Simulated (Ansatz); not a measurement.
The input, for Ansatz 0.2.0:

```yaml
crystal:
  periodic: [false, false, false]
  atoms:
    - {symbol: Al, position_ang: [0.060669, -0.099643, 1.268646]}
    - {symbol: C, position_ang: [-0.104205, 0.098540, -0.635959]}
    - {symbol: O, position_ang: [-0.027585, 0.018708, -1.792663]}
    - {symbol: H, position_ang: [0.055524, 1.196183, 2.073367]}
basis:
  gaussian: {orbitals: 6-31G}
magnetization: {spin_polarized: false, initial_magnetization: 2}
correlation: {method: fic_mrcisd_q_relaxed, electrons: outside_noble_gas, active_space: {window: {electrons: 8, orbitals: 7}}}
scf: {lower_state_search: off}
```

```sh
$ ansatz run in.yaml --threads 1 --pin off --events-out ev --progress --plain --max-ram 2393MiB
```

The program prints:

```
these checks for a lower state are left out or cut short: stability, starts, cluster_reference, orbital_swaps, neighbouring_geometries, increment
373 factors; integrals over basis functions are off by at most 1.9e-4 eV
mean field evaluation 1: about -9659.6796 eV, gradient 2.5e1 eV
mean field evaluation 2: about -9659.6952 eV, gradient 2.5e1 eV
mean field evaluation 4: about -9661.9038 eV, gradient 2.4e0 eV
mean field evaluation 8: about -9661.9860 eV, gradient 1.7e-1 eV
mean field -9661.98678308 eV, -355.0714651482 hartree, gradient 2.7e-6 eV, S^2 2.000000; 0 other end points of the search recorded, 0 dependent functions left out
reference -9661.98678308 eV, -355.0714651482 hartree; 15, 13 occupied and 18, 20 virtual orbitals, 373 factors
state -9664.26499362 eV, -355.1551878416 hartree
contracted CI cycle   1: correlation 0.00000000 eV, 0.0000000000 hartree, residual 1.86e1 eV
contracted CI cycle   2: correlation -4.11936624 eV, -0.1513839171 hartree, residual 4.08e0 eV
contracted CI cycle   3: correlation -4.35430657 eV, -0.1600178150 hartree, residual 1.84e0 eV
contracted CI cycle   4: correlation -4.39949815 eV, -0.1616785751 hartree, residual 7.01e-1 eV
contracted CI cycle   5: correlation -4.40819378 eV, -0.1619981335 hartree, residual 3.49e-1 eV
contracted CI cycle   6: correlation -4.41069012 eV, -0.1620898721 hartree, residual 1.97e-1 eV
contracted CI cycle   7: correlation -4.41141893 eV, -0.1621166554 hartree, residual 1.13e-1 eV
contracted CI cycle   8: correlation -4.41164012 eV, -0.1621247843 hartree, residual 5.52e-2 eV
contracted CI cycle   9: correlation -4.41169015 eV, -0.1621266228 hartree, residual 2.32e-2 eV
contracted CI cycle  10: correlation -4.41169860 eV, -0.1621269332 hartree, residual 1.03e-2 eV
contracted CI cycle  11: correlation -4.41170034 eV, -0.1621269970 hartree, residual 4.71e-3 eV
contracted CI cycle  12: correlation -4.41170074 eV, -0.1621270117 hartree, residual 2.24e-3 eV
contracted CI cycle  13: correlation -4.41170083 eV, -0.1621270151 hartree, residual 1.15e-3 eV
state -9664.26499362 eV, -355.1551878416 hartree; corrected -9669.00864487 eV, -355.3295138096 hartree
Total energy: -9669.00864487 eV, -355.3295138096 hartree
Checks for a lower state left out: stability, starts, cluster_reference, orbital_swaps, neighbouring_geometries, increment
```

Natural occupations: 1.9919 1.9527 1.9381 1.0083 1.0016 0.0658 0.0417.

Ran on 1 thread of Arm Neoverse V1, shared host: 3.4 s wall, 0.15 GiB peak host memory.
